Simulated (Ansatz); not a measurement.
# C3H6O3: the cost of one run

All numbers below are computed with Ansatz 0.2.0 (RKS PBE0-D4/6-31G).

### 1 Starting point

Bond lengths: C1–O2 1.485 Å, O2–C3 1.352 Å, C3–C4 1.327 Å, C4–O5 1.431 Å, C4–O6 1.321 Å, C1–H7 1.083 Å, C1–H8 1.090 Å, C1–H9 1.108 Å, C3–H10 1.126 Å, O5–H11 0.969 Å, O6–H12 0.955 Å. Angles (14 of 15 angles, heavy atoms first): C1–O2–C3 111.8°, O2–C3–C4 127.0°, C3–C4–O5 115.7°, C3–C4–O6 127.9°, O5–C4–O6 116.3°, O2–C1–H7 104.0°, O2–C1–H8 108.3°, O2–C1–H9 107.1°, O2–C3–H10 116.4°, C4–C3–H10 116.6°, C4–O5–H11 106.7°, C4–O6–H12 106.4°, H7–C1–H8 111.0°, H7–C1–H9 110.2°.

Coordinates:

```xyz
12

C    -0.0323   -2.1457   -0.1079
O    -0.5688   -0.7728   -0.2856
C     0.3038    0.1658    0.1444
C     0.1505    1.4825    0.0896
O    -1.0993    1.9407   -0.4356
O     0.9748    2.4142    0.5332
H    -0.8189   -2.7865   -0.4875
H     0.8727   -2.2395   -0.7084
H     0.0998   -2.3049    0.9806
H     1.2685   -0.2111    0.5853
H    -1.6147    1.1503   -0.6552
H     0.5410    3.2518    0.3810
```

### 2 Relaxing end A

File input.yaml:

```yaml
crystal:
  periodic: [false, false, false]
  atoms:
    - { symbol: C, position_ang: [-0.0323, -2.1457, -0.1079] }
    - { symbol: O, position_ang: [-0.5688, -0.7728, -0.2856] }
    - { symbol: C, position_ang: [0.3038, 0.1658, 0.1444] }
    - { symbol: C, position_ang: [0.1505, 1.4825, 0.0896] }
    - { symbol: O, position_ang: [-1.0993, 1.9407, -0.4356] }
    - { symbol: O, position_ang: [0.9748, 2.4142, 0.5332] }
    - { symbol: H, position_ang: [-0.8189, -2.7865, -0.4875] }
    - { symbol: H, position_ang: [0.8727, -2.2395, -0.7084] }
    - { symbol: H, position_ang: [0.0998, -2.3049, 0.9806] }
    - { symbol: H, position_ang: [1.2685, -0.2111, 0.5853] }
    - { symbol: H, position_ang: [-1.6147, 1.1503, -0.6552] }
    - { symbol: H, position_ang: [0.541, 3.2518, 0.381] }
basis:
  gaussian: { orbitals: "6-31G" }
hamiltonian:
  xc: pbe0
  dispersion: d4
relax:
  f_tol: 0.015
  max_steps: 40
```

Run with:

```sh
ansatz run input.yaml --threads 1 --pin off --max-ram 2048MiB --backend cpu --events-out ev --progress --plain --runs-dir out
```

Q: Estimate wall time and peak memory on 1 thread of Arm Neoverse V1, shared host.

About 65 s, with a peak of 0.14 GiB.
